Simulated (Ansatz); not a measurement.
**Worked example: correlation energy of H3Ge–CH, triplet**

Geometry: displaced at random from a stationary point.

```yaml
atoms:
  - { symbol: Ge, position_ang: [0.0017, 0.0128, 0.2751] }
  - { symbol: C, position_ang: [0.0009, -0.1241, -1.6319] }
  - { symbol: H, position_ang: [0.0488, 1.5357, 0.6509] }
  - { symbol: H, position_ang: [1.1976, -0.7020, 0.8121] }
  - { symbol: H, position_ang: [-1.3479, -0.6858, 0.7606] }
  - { symbol: H, position_ang: [-0.0326, 0.4054, -2.6024] }
```

Basis cc-pVDZ; Ansatz 0.2.0. Correlated methods freeze the noble-gas cores and the filled d shells of p-block atoms, which leaves 12 electrons in 46 orbitals. Prefix R: restricted or restricted open-shell reference; prefix U: unrestricted. No spin–orbit coupling is included, and no scalar relativity.

Full CI isn't at hand for all of this; UCCSDT(Q) serves as the reference, and is uncertain by about the last step of the cluster series.

Runs differ by some tens of microhartree through their thresholds and, for an open shell, their frozen cores, so steps under 0.03 kcal/mol mean nothing.

```
    level  total energy (hartree)
      UHF            -2115.425131
     UMP2            -2115.610985
    UCCSD            -2115.652721
 UCCSD(T)            -2115.657616
   UCCSDT            -2115.658646
UCCSDT(Q)            -2115.658877
```

Task: What is the correlation energy at UCCSDT(Q), and what share of it do UMP2 and UCCSDT recover?

Result: E(corr) = -2115.658877 − (-2115.425131) = -0.233746 hartree = -6.361 eV. UMP2: -0.185854 / -0.233746 = 79.51 %. UCCSDT: -0.233515 / -0.233746 = 99.90 %.

Task: By how many kcal/mol does UCCSD(T) miss UCCSDT(Q) (1 hartree = 627.509 kcal/mol), and which steps make up the rest?

Result: -2115.657616 − (-2115.658877) = 0.001261 hartree = 0.79 kcal/mol. Steps: UCCSDT − UCCSD(T) = -0.65, UCCSDT(Q) − UCCSDT = -0.14 kcal/mol. That is within 1 kcal/mol of the reference in this basis, which itself misses far more of the correlation at the basis-set limit.
